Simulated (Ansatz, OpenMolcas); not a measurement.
The same job for OpenMolcas

Ansatz 0.2.0 runs this on singlet AlH3:

molecule.yaml:
```yaml
crystal:
  periodic: [false, false, false]
  atoms:
    - {symbol: Al, position_ang: [-0.161060, 0.455350, -0.307260]}
    - {symbol: H, position_ang: [0.471920, 0.754070, 1.224440]}
    - {symbol: H, position_ang: [-1.350110, -0.683860, 0.050500]}
    - {symbol: H, position_ang: [1.039250, -0.525560, -0.967690]}
basis:
  gaussian:
    orbitals: 3-21G.json
hamiltonian:
  xc: {name: SVWN5}
accuracy: high
```

```bash
$ ansatz run molecule.yaml --threads 1 --pin off --max-ram 2610MiB --events-out events.jsonl --progress --plain --runs-dir runs
```

(Basis files named in the input come from the Basis Set Exchange and aren't shown.)

The shape comes from GFN2-xTB, which is rough for such elements, and wasn't checked as a minimum. That shape belongs to the parent species and isn't relaxed for this state.

It gives a total energy of -241.690596 Eh.

Problem. Translate the job to OpenMolcas 26.06 as an input file of the program's own.

Solution. This input was run:

input.xyz:
```
4

Al    -0.161060     0.455350    -0.307260
H      0.471920     0.754070     1.224440
H     -1.350110    -0.683860     0.050500
H      1.039250    -0.525560    -0.967690
```

calc.inp:
```
* AlH3 Kohn-Sham DFT
>>> EXPORT MOLCAS_PRINT=2

&GATEWAY
 BasLib = $CurrDir
 Coord = input.xyz
 Basis = 3-21G
 Group = NoSym

&SEWARD
 GridInput
 Grid=UltraFine
 End of Grid

&SCF
 KSDFT = SVWN5
 Thresholds = 1e-10 1e-07 1e-07 1e-05
 PrOrbitals = 1 1
```

```bash
$ export MOLCAS_MEM=1860
$ pymolcas calc.inp > calc.log
```

(Basis files named in the input come from the Basis Set Exchange and aren't shown.)

Its energy is -241.690596 Eh, 0.000 mEh from the first.
